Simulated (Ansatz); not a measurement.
# hcp Ru

The numbers are results of r²SCAN (Ansatz, a first-principles code, PAW), not measurements.

Numerical settings: plane-wave cutoff 500 eV, 30×30×18 k mesh (along the axes of the cell as run), Fermi–Dirac smearing 0.1 eV, no spin polarisation, scalar-relativistic PAW data made under PBE.

Cell: relaxed at this level.

```yaml
equilibrium_volume_per_atom: 13.50 Å³/atom
lattice_parameter_a: 2.704 Å
c axis length: 4.263 Å
```

Measured, for comparison: lattice constant a 2.706 Å (293 K, no zero-point or thermal correction, our sources range from 2.700 to 2.706; as tabulated in Wikipedia's data pages); lattice parameter c 4.282 Å (293 K, no zero-point or thermal correction; as tabulated in Wikipedia's data pages). Computed (rounded) less measured: lattice constant a -0.1 % (inside the range of the sources held), lattice parameter c -0.4 %. A static lattice is as a rule a little smaller and stiffer than an uncorrected measurement, which narrows the difference in the lattice parameter c and would widen misses of the other sign.

Computed values are for the static lattice.

Computing time: roughly 4 core-minutes.
